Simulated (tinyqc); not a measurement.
Orbital energy against energy difference: ionisation energy by orbital energies and by energy differences in the 6-31g* basis, for H2O, spin multiplicity 1. Computed by the program tinyqc with PySCF. The cation is unrestricted; errors are against CCSD(T) in this basis, not against experiment.

Geometry (angstrom):

| atom | x | y | z |
|---|---|---|---|
| O | 0.0000 | 0.0000 | 0.0000 |
| H | 0.0000 | 0.7320 | 0.5120 |
| H | 0.0000 | -0.7320 | 0.5120 |

CCSD(T) difference in the same basis = 12.2480 eV

IP-EOM-CCSD = 12.0713 eV

First vertical ionisation energy (eV):

| method | -e(HOMO) | E(cation) - E | error of -e(HOMO) | error of the difference |
|---|---|---|---|---|
| HF | 13.6286 | 11.092611 | 1.3805 | -1.1554 |
| LDA | 6.4005 | 12.954995 | -5.8475 | 0.7069 |
| PBE | 6.2994 | 12.596834 | -5.9487 | 0.3488 |
| PBE0 | 8.3983 | 12.526249 | -3.8498 | 0.2782 |
| CAM-B3LYP | 9.9209 | 12.641089 | -2.3272 | 0.3930 |
| LC-wPBE | 11.3939 | 12.690999 | -0.8542 | 0.4430 |

Estimate the missing row, method = B3LYP.

Computed row:
```
method  -e(HOMO)  E(cation) - E  error of -e(HOMO)  error of the difference
B3LYP     8.0224      12.642004            -4.2257                   0.3940
```

Koopmans errs by +1.38 eV and Delta-HF by -1.16 eV: relaxation, 2.54 eV, lowers the value and the missing correlation difference works against it. The PBE level is off by -5.9 eV through the wrong tail of its potential, though its energy difference is off by +0.35 eV; exact exchange deepens the level, and among the orbital energies LC-wPBE comes closest; among the differences PBE0 does.
